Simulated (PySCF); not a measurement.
## CH5Al: core ionisation energies

AlH2Me, CH₅Al.
Cartesian coordinates in Å at the PBE0-D3(BJ)/def2-SVP level; atoms count from 1:
```xyz
7
CH5Al angstrom
Al     0.5259    0.9197    0.0079
H      2.1200    0.9335    0.0256
H     -0.2498    2.3110   -0.0550
C     -0.4509   -0.7748    0.0215
H     -0.5389   -1.1589   -1.0114
H     -1.4762   -0.6754    0.4116
H      0.0699   -1.5551    0.5998
```

Method: PySCF, delta-SCF UKS SCAN, pcX-2 on the ionised atom, pcseg-1 elsewhere, spin-free X2C. Vertical ΔSCF values, vacuum level as zero.

Question: Give the core binding energies atom by atom.

Answer: 
| atom(s) | environment | level | binding energy (eV) | count |
| --- | --- | --- | --- | --- |
| Al1 | aluminium bonded to C and 2 H | Al 1s | 1567.00 | 1 |
| C4 | carbon bonded to Al and 3 H | C 1s | 289.87 | 1 |

Question: What is the longest wavelength that can ionise C 1s of C4 vertically?

Answer: λ = hc/E = 12398.42 eV Å / 289.87 eV = 42.772 Å.

Question: Give the binding energy of C 1s of C4 in hartree and in kJ/mol.

Answer: 289.87 eV = 10.6525 Eh = 27968 kJ/mol.

Geometry: PBE0-D3(BJ)/def2-SVP; no solvent, vibrations or thermal averaging.
